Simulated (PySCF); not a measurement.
A geometry optimisation on acetyloxyl radical (`CC([O])=O`).

Computed with PBE0-D3(BJ)/def2-SVP geometry optimisation, gas phase (PySCF 2.14.0). Start geometry: GFN2-xTB. The command runs a driver script over a list of jobs; the input below is this job's line of settings and its coordinates in Å.

Command:
```bash
OMP_NUM_THREADS=1 python probes_run.py task.json out
```

Input:
```
{"job": {"xc": "PBE0", "basis": "def2-SVP", "d3": "d3bj", "grid": 1, "shake": 0.01, "kind": "geom"}, "charge": 0, "multiplicity": 2}
C     -0.682990     0.021590     0.062300
C      0.972650    -0.058220    -0.080240
O      1.370310     1.004680    -0.460960
O      1.352510    -1.158020     0.223280
H     -0.960680     1.091720     0.064260
H     -0.962980    -0.468880     0.969160
H     -1.054870    -0.461970    -0.827720
```

Output:
```
step   0  E = -227.97819348  max force = 0.031348
step   1  E = -227.98027292  max force = 0.008180
step   2  E = -227.98042083  max force = 0.012037
step   3  E = -227.95996484  max force = 0.068429
step   4  E = -227.97795421  max force = 0.022600
step   5  E = -227.98061960  max force = 0.012552
step   6  E = -227.98087830  max force = 0.011380
step   7  E = -227.98111930  max force = 0.012146
step   8  E = -227.97890659  max force = 0.035366
step   9  E = -227.98165882  max force = 0.013712
... (5 lines left out)
step  15  E = -227.98303909  max force = 0.070954
step  16  E = -227.98685663  max force = 0.028193
step  17  E = -227.98695071  max force = 0.018374
step  18  E = -227.98760898  max force = 0.017611
step  19  E = -227.98836787  max force = 0.021391
step  20  E = -227.99000814  max force = 0.021333
step  21  E = -227.99063134  max force = 0.010361
step  22  E = -227.99099442  max force = 0.002973
step  23  E = -227.99101094  max force = 0.001212
step  24  E = -227.99101991  max force = 0.000336
optimisation converged
```

Energies in Eh; «max force» is the largest Cartesian gradient component in Eh/bohr.

Problem. How much energy does the optimisation release, in eV?

Solution. E(step 0) − E(last step) = 0.012826 Eh, which is 0.349 eV.

Problem. At which steps does the energy rise by more than 1e-5 Eh?

Solution. At steps 3 (+20.46 mEh), 8 (+2.21 mEh), 12 (+1.20 mEh) and 15 (+2.94 mEh).

Main results: final energy -227.99102 Eh after 24 steps; dipole 3.20 D.

Problem. Give the final coordinates.

Solution. 0.137 Å rms from the input after alignment:
```
atom  x, y, z in Å
C1    -0.8309    0.0054   -0.0979
C2     0.6536    0.0145   -0.1734
O3     1.3420    1.0260   -0.4252
O4     1.3659   -1.0008   -0.0006
H5    -1.2214    1.0306   -0.1430
H6    -1.1482   -0.4846    0.8336
H7    -1.2309   -0.5794   -0.9397
```

Problem. How long does this job take on an Arm Neoverse V2 with one thread, on a shared host? And the peak memory of the process?

Solution. About 57 s, with 0.31 GiB resident at the peak, the Python interpreter and its libraries included.
Labels such as C1 count atoms from 1, the log's own numbers from 0.
